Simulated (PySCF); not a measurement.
# C4H7N (Isopropyl Isocyanide): the cost of one run

The runs use PySCF 2.14.0, with density-fitted response routines of our own; the level of theory stands in each step. All values are computed, except where a source is named. Atoms are numbered from 0 throughout.

### Step 1. The molecule as given

12 atoms, charge 0, multiplicity 1; geometry from: MMFF94s.

Bonds of the start (Å): C0–N1 1.17, N1–C2 1.44, C2–C3 1.52, C2–C4 1.52, C2–H5 1.10, C3–H6 1.09, C3–H7 1.10, C3–H8 1.10, C4–H9 1.09, C4–H10 1.10, C4–H11 1.10.

### Step 2. Relaxing the molecule at PBE0-D3(BJ)/def2-SVP

What the job is given:

```
{"job": {"xc": "PBE0", "basis": "def2-SVP", "d3": "d3bj", "grid": 1, "kind": "geom"}, "charge": 0, "multiplicity": 1}
C     -0.557859     2.684521    -0.178375
N     -0.341821     1.563221     0.085635
C     -0.078712     0.191594     0.421525
C      1.331466    -0.184460    -0.015603
C     -1.118224    -0.708100    -0.235029
H     -0.154551     0.089978     1.510698
H      1.561611    -1.220959     0.251049
H      2.070363     0.463909     0.467390
H      1.453815    -0.072497    -1.098505
H     -0.949711    -1.757773     0.026104
H     -1.089416    -0.616135    -1.326310
H     -2.126960    -0.433300     0.091421
```

On the command line:

```
> OMP_NUM_THREADS=1 python probes_run.py task.json out
```

This one command runs all jobs of the session in turn.

**Question.** How long does this first job take on 1 thread of Arm Neoverse N1, shared host, and how much memory does it need?

About 42 s, with a peak of 0.42 GiB.
